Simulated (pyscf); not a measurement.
## Concerted two-bond exchange: •O–Si(OH)(OH)–F + HF -> H₂O + •O–Si(OH)(F)–F

Gas phase, doublet surface, charge 0. Bonds broken: O1–Si2, H7–F9. Bonds formed: O1–H7, Si2–F9. Single points on ωB97X-D3(BJ)/def2-SVP structures (PySCF, gas phase).

Transition state (Å):

```xyz
9

O     -0.0247     0.4030     1.1333
Si    -0.7035    -0.4156    -0.2880
O      0.1711    -1.7338    -0.8288
O     -1.6518     0.5611    -1.2134
F     -1.8466    -1.2729     0.5147
H     -0.5895     0.8725     1.7590
H      0.6919     0.8686     0.2830
H     -2.5759     0.2865    -1.2058
F      0.8060     0.6029    -0.8403
```

One imaginary mode, 813i cm⁻¹; descent along it reached the two sides named, in the forms told below.

```json
[
 {"bond": "O1–Si2", "change": "breaks", "reactant side (Å)": "1.672", "saddle": "1.775", "product side": "1.948"},
 {"bond": "H7–F9", "change": "breaks", "reactant side (Å)": "0.946", "saddle": "1.160", "product side": "2.278"},
 {"bond": "O1–H7", "change": "forms", "reactant side (Å)": "1.707", "saddle": "1.206", "product side": "0.968"},
 {"bond": "Si2–F9", "change": "forms", "reactant side (Å)": "3.2", "saddle": "1.903", "product side": "1.653"}
]
```

Electronic energies relative to the separated reactants (kcal/mol):

```json
[
 {"level": "ωB97X-D3(BJ)/def2-TZVP", "barrier": "9.6", "reaction energy": "-7.9", "reverse barrier": "17.5"},
 {"level": "PBE/def2-TZVP", "barrier": "7.3", "reaction energy": "-8.1", "reverse barrier": "15.4"},
 {"level": "r²SCAN/def2-TZVP", "barrier": "6.2", "reaction energy": "-8.6", "reverse barrier": "14.9"},
 {"level": "B3LYP-D3(BJ)/def2-TZVP", "barrier": "10.5", "reaction energy": "-8.3", "reverse barrier": "18.8"},
 {"level": "PBE0-D3(BJ)/def2-TZVP", "barrier": "8.0", "reaction energy": "-7.7", "reverse barrier": "15.7"},
 {"level": "M06-2X/def2-TZVP", "barrier": "8.5", "reaction energy": "-7.7", "reverse barrier": "16.2"},
 {"level": "ωB97M-D3(BJ)/def2-TZVP", "barrier": "9.4", "reaction energy": "-8.3", "reverse barrier": "17.6"},
 {"level": "HF/def2-TZVP", "barrier": "25.2", "reaction energy": "-9.2", "reverse barrier": "34.3"}
]
```

With ωB97M-D3(BJ)/def2-TZVP energies and thermal terms (ideal gas, 1 atm, RRHO with modes under 100 cm⁻¹ raised to 100, one conformer, R ln 2 for chiral ones without a mode under 150 cm⁻¹), in kcal/mol:

| T (K) | ΔH‡ | ΔG‡ | ΔH | ΔG |
|---|---|---|---|---|
| 298 | 8.9 | 20.3 | -7.8 | -8.5 |
| 600 | 8.3 | 32.1 | -8.3 | -9.0 |
| 900 | 8.3 | 44.0 | -8.8 | -9.3 |
| 1200 | 8.7 | 55.8 | -9.3 | -9.4 |

On the reactant side the descent ends in a bound adduct (not fully relaxed), 9.0 kcal/mol under the separated species and 18.5 kcal/mol under the saddle at ωB97X-D3(BJ)/def2-TZVP. On the product side the descent ends in an adduct with a O–Si contact, 1.8 kcal/mol over the separated species and 15.7 kcal/mol under the saddle at ωB97X-D3(BJ)/def2-TZVP. What is counted as broken (O–Si) persists as a longer contact in the product adduct; parting that adduct is a step of its own. This saddle turned up in a search for another step; its sides and bond changes are read from the two ends of the descent. This is the saddle that the search found; another between the same sides may lie lower.
